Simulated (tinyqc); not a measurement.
Worked calculation: geometry optimisation on the UHF/sto-6g surface (energies and gradients from PySCF), for OH+, spin multiplicity 3. Computed by tinyqc, a small Python program that keeps every step (integrals from PySCF). Settings: charge = 1, multiplicity = 3, basis = sto-6g, optimiser = bfgs, first Hessian = 1.0, largest step = 0.3, iteration cap = 30. Command: `OMP_NUM_THREADS=1 python tinyqc.py 26873 26874 out.jsonl` (the two numbers bound the seeds that draw the settings). One thread of a shared host (Intel(R) Xeon(R) Processor @ 2.60GHz), about 0.5 s of CPU time with the checks.

## Step 1: energy and gradient

positions at the start (bohr):
```
           x         y         z
1O  0.000000  0.000000  0.000000
2H  0.000000  0.000000  1.972874
```

Self-consistent energy and analytic gradient at these positions.

energy = -74.75410265 hartree

gradient (hartree/bohr):
```
             x           y            z
1O  0.00000000  0.00000000   0.03579139
2H  0.00000000  0.00000000  -0.03579139
```

## Step 1: move

Quasi-Newton step p = -H^(-1) g (first H = 1 times the unit matrix); steps longer than 0.3 bohr are cut back.

positions after step 1 (bohr):
```
           x         y          z
1O  0.000000  0.000000  -0.035791
2H  0.000000  0.000000   2.008665
```

## Step 2: energy and gradient

As before.

energy = -74.75542499 hartree

gradient (hartree/bohr):
```
             x           y            z
1O  0.00000000  0.00000000   0.00238636
2H  0.00000000  0.00000000  -0.00238636
```

## Step 2: move

inverse Hessian in use (bohr^2/hartree), lower triangle:
```
          1         2          3         4         5         6
1  1.000000
2  0.000000  1.000000
3  0.000000  0.000000   1.035718
4  0.000000  0.000000   0.000000  1.000000
5  0.000000  0.000000   0.000000  0.000000  1.000000
6  0.000000  0.000000  -0.035718  0.000000  0.000000  1.035718
```

Quasi-Newton step p = -H^(-1) g (the inverse Hessian comes from BFGS updates; coordinates in the order x, y, z of each atom); steps longer than 0.3 bohr are cut back.

positions after step 2 (bohr):
```
           x         y          z
1O  0.000000  0.000000  -0.038348
2H  0.000000  0.000000   2.011222
```

## Convergence

Stop when the largest gradient component is below 3e-5 hartree/bohr. The inverse Hessian follows the BFGS update with s = step, y = change of gradient.

Course of the optimisation:
```
step   E (hartree)  largest gradient (hartree/bohr)
1     -74.75410265                         3.58e-02
2     -74.75542499                         2.39e-03
3     -74.75543177                         2.73e-04
4     -74.75543186                         2.47e-06
```

Final distances (angstrom):
```
pair   distance
2H-1O  1.084935
```

Converged in 4 steps.
